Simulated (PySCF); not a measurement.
**SiC⁺: from constants to spectrum**

UHF-CCSD(T) constants of SiC⁺, ⁴Σ⁻ (quartet), unpaired electrons σ ↑, π ↑↑ (Si def2-SVP, C def2-SVP; no relativity (PySCF 2.14); masses 27.9769 and 12.0000 u):

- ωe: 852.9 cm⁻¹
- ωexe: 5.24 cm⁻¹
- Be: 0.60276 cm⁻¹
- αe: 0.00504 cm⁻¹
- D (centrifugal): 1.2e-06 cm⁻¹
- De to Si⁺ + C: 3.30 eV

Problem. Give the vibrational terms G(v) and spacings up to v = 6.

Solution. G(v) = ωe(v+½) − ωexe(v+½)².

```
v  G(v) (cm⁻¹)  G(v) − G(v−1)  Bv (cm⁻¹)
0          425                    0.6002
1         1268            842     0.5952
2         2100            832     0.5902
3         2921            821     0.5851
4         3732            811     0.5801
5         4532            800     0.5750
6         5322            790     0.5700
```

Problem. How well does the Morse estimate ωe²/(4ωexe) reproduce De, and what is D0?

Solution. It gives 4.30 eV, 130 % of the computed De. D0 = De − G(0) = 3.30 − 0.05 = 3.25 eV.

Correlated steps freeze 6 core orbitals. Correlated levels converge slowly with the basis: in double zeta they bind strong bonds too weakly, by up to about 1 eV, and carry superposition errors of some tenths. For an ion De counts to the pair picked by the measured ionisation energies or electron affinities, which need not be the lowest pair at this level. The CCSD T1 diagnostic is raised, a sign that a single reference may not be enough here. The state is the lowest determinant that a PBE0 search found; another state may lie lower at other levels.
